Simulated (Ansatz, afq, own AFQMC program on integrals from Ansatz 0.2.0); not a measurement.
**GeHO, quartet: AFQMC among the cluster methods**

```
atom   x (Å)    y (Å)    z (Å)
  Ge  0.0000  -0.1630   0.1989
   O  0.0000  -0.6994  -1.5770
   H  0.0000   0.8624   1.3781
```

Connectivity, by distances: GeH–O.

Basis cc-pVDZ. Noble-gas cores (and the filled d shells of Ga–Kr and In–Xe) are frozen. Integrals, coupled cluster, full CI and functionals: Ansatz 0.2.0; the random walks run on the same integrals in our own AFQMC program. ph-AFQMC/CISD is guided by a CISD state made of CCSD amplitudes; releasing the constraint for a short imaginary time cuts its bias at the price of noise, slowly where states lie close. Uncertainties: one standard error, sampling alone. No spin–orbit coupling.

Determinant: UHF, the one that the program's search chose, which needn't be the lowest solution. The geometry is a point of a scan.

No full CI on the walks' own integrals is used here; CCSDT(Q) serves as the reference and is uncertain by about the last step of the cluster series.

Cautions: no relativity below Rb; no spin-orbit coupling; inner d shell frozen; lower spins were not checked; the released energies are still falling, so no released level is given (meV from the phaseless value at times in 1/Eh: -2 ± 15 at 0.24, -21 ± 16 at 0.51, -40 ± 18 at 0.99, -24 ± 25 at 1.62, -63 ± 26 at 2.40), though the last usable value meets CCSDT(Q) within the noise.

The T1 diagnostic is 0.0237, the weight of the determinant in the CISD state is 0.896 and the ⟨S²⟩ of the determinant is 3.774. The size of the correlated space is 11 electrons in 31 orbitals.

```csv
level,correlation energy (eV)
MP2,-5.4770
CCSD,-6.2236
CCSD(T),-6.3812
```

(1) Estimate where phaseless AFQMC with the Hartree–Fock trial lies against CCSD(T) on the same integrals.

(1) 72.3 ± 47.1 meV above CCSD(T). The gap is under twice the noise, so this walk alone can't tell the two apart.

Reference: CCSDT(Q), correlation energy -6.448 eV.

```tsv
level	E − E(reference) (meV)	share of correlation (%)
CCSD(T)	66.9	98.96
CCSDT	20.4	99.68
ph-AFQMC/HF	139.1 ± 47.1	97.84
ph-AFQMC/CISD	52.2 ± 9.3	99.19
```

A walk keeps the symmetry of its determinant, which the program's search chose and which needn't be the lowest solution, so a lower state of the same spin and another symmetry isn't excluded.
